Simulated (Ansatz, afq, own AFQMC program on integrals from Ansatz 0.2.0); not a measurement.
AFQMC on a folder of integrals that Ansatz 0.2.0 wrote.

```yaml
crystal:
  periodic: [false, false, false]
  atoms:
    - {symbol: Te, position_ang: [0.000000, 0.000000, 0.000000]}
basis:
  gaussian: {orbitals: def2-TZVP}
magnetization: {spin_polarized: false, initial_magnetization: 2}
correlation: {method: ccsd_t, electrons: outside_noble_gas, hamiltonian_folder: ham}
```

```sh
$ ansatz run in.yaml --threads 2 --pin off --events-out ev --progress --plain --max-ram 34560MiB --backend cuda --devices 0, --max-vram 37GiB
```

afq runs on the folder ham with

```
--method phaseless --trial cisd --walkers 4000 --populations 20 --least-time 60 --time-step 0.005 --steps-per-block 50 --equilibration-blocks 56 --max-blocks 4000 --target-error 0.00015 --factor-cut 1e-05 --start spin_pure --seed 7412 --release-times 0.24,0.51,0.99,1.62,2.4 --release-step 0.03 --release-every 3 --taylor-order 6
```

Times are imaginary, in 1/Eh. The walk had a cap of 250 s. With eight or more populations the least sampling time is a fifth of least-time, and the error comes from their spread. Filled inner d shells are frozen with the cores. Core potentials past Kr, no spin–orbit coupling.

```
orbitals 41  electrons 4 2  factors 310 of 330
reference energy -267.00066849 Eh
CCSD correlation -0.10614768 Eh in 8 cycles, weight of the determinant in the CISD state 0.9345
energy of the start -267.106806 Eh
 block  time / (1/Eh)  mean weight  energy / Eh
     1     0.250  1.0000  -267.106554
     2     0.500  0.9999  -267.107122
     3     0.750  0.9999  -267.107918
     4     1.000  0.9999  -267.108487
     5     1.250  1.0001  -267.108997
    10     2.500  1.0000  -267.110137
    31     7.750  1.0001  -267.110808
    56    14.000  1.0000  -267.110756
    81    20.250  1.0000  -267.110429
   106    26.500  1.0000  -267.110539
   131    32.750  1.0002  -267.108117
   156    39.000  1.0000  -267.110500
   181    45.250  1.0000  -267.110261
   206    51.500  1.0002  -267.110093
   216    54.000  0.9997  -267.110592
error from the spread of 20 populations
released: time / (1/Eh)  energy / Eh  error  mean overlap
  0.24  -267.110514  0.000019  0.9991
  0.51  -267.110568  0.000022  0.9991
  0.99  -267.110631  0.000019  0.9990
  1.62  -267.110447  0.000223  0.9998
  2.40  -267.110707  0.000064  0.9981
energy -267.110409 +/- 0.000027 Eh
(rows thinned)
```

(1) Estimate how long the walk took on 1 × NVIDIA H100 80GB HBM3 with 4 threads of AMD EPYC 7R13 Processor (Zen 3) (shared host) (the card was shared).

The run passed its tests (sampling time, drift between the halves within three errors, error under three times the target), which doesn't prove that it has relaxed.

Against this walk (error 0.7 meV) on the same determinant: CCSD(T) 8.5 meV higher, CCSDT(Q) 9.2 meV lower, CCSDTQ 9.4 meV lower, full CI for this spin (own frozen core, lowest symmetry allowed) 8.3 meV lower. The error is statistical and leaves out the bias of the constraint. The released energies have errors that jump between times, so the bars are unsure (meV from the phaseless value at times in 1/Eh: -2.9 ± 0.5 at 0.24, -4.3 ± 0.6 at 0.51, -6.0 ± 0.5 at 0.99, -1 ± 6 at 1.62, -8.1 ± 1.7 at 2.40), so they give no level; they do show a bias of the constraint, and the last of them that isn't too noisy lies 1 meV above CCSDTQ.

Cautions: constraint bias not in the error; no spin-orbit coupling; inner d shell frozen.

Results:

(1) 85 s of wall time.

CCSDT and higher add their correlation energy to the determinant of the CCSD(T) run, since their own runs factorise the integrals more tightly (a shift of under 2 meV). A walk keeps the symmetry of its determinant, which the program's search chose and which needn't be the lowest solution, so a lower state of the same spin and another symmetry isn't excluded.
